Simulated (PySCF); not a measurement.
Molecule: SMILES FC#CF, C₂F₂.

Molfile (atoms numbered from 1):
```
C2F2
     RDKit          3D

  4  3  0  0  0  0  0  0  0  0999 V2000
   -1.4171   -1.1728    0.1522 F   0  0  0  0  0  0  0  0  0  0  0  0
   -0.4515   -0.3736   -0.1001 C   0  0  0  0  0  0  0  0  0  0  0  0
    0.4515    0.3736   -0.3357 C   0  0  0  0  0  0  0  0  0  0  0  0
    1.4171    1.1728   -0.5881 F   0  0  0  0  0  0  0  0  0  0  0  0
  1  2  1  0
  2  3  3  0
  3  4  1  0
M  END
```

Spin–spin couplings on one PBE0-D3(BJ)/def2-SVP geometry, PySCF, gas phase, non-relativistic, equivalent pairs averaged; isotopes ¹⁹F, ¹³C; functional B3LYP.

Reference values (Hz): ³J(F1,F4) = 2.1 (measured; Jessen and Sauer, arXiv:2312.00705; CC3 and CCSD from Faber, Sauer, Gauss 2017); ¹J(C2,F1) = -287.3 (measured; Jessen and Sauer, arXiv:2312.00705; CC3 and CCSD from Faber, Sauer, Gauss 2017); ²J(C3,F1) = 28.7 (measured; Jessen and Sauer, arXiv:2312.00705; CC3 and CCSD from Faber, Sauer, Gauss 2017).

How do the couplings (Hz) change with the basis set? Times are CPU seconds on 1 thread of an x86-64 server CPU, shared host. Far from the basis limit: pcJ-0, 6-31G*, cc-pVTZ, def2-TZVP.

Results:


```
    basis set  functions  ³J(F1,F4)  ¹J(C2,F1)  ²J(C3,F1)  mean abs. error  core-s
        pcJ-0         52       71.4     -588.6       15.2            128.0     1.1
       6-31G*         56       25.2     -160.6       62.5             61.2     1.3
        pcJ-1        108       43.7     -377.7       54.3             52.6     2.4
      cc-pVTZ        120       28.8     -418.5       45.4             58.2     2.8
    def2-TZVP        124       26.5     -426.5       41.1             58.7     3.2
aug-cc-pVTZ-J        184       25.9     -391.1       48.1             49.0       5
        pcJ-2        204       35.7     -388.0       51.9             52.5     5.8
```

Errors compare magnitudes, without vibrational corrections, and the largest couplings weigh most in the mean. Closest: aug-cc-pVTZ-J; furthest: pcJ-0.

The Fermi-contact term samples the wavefunction at the nucleus, which is why sets with added tight s functions (names with J) are made for couplings. Agreement of an ordinary basis with the reference is then largely a cancellation of errors.
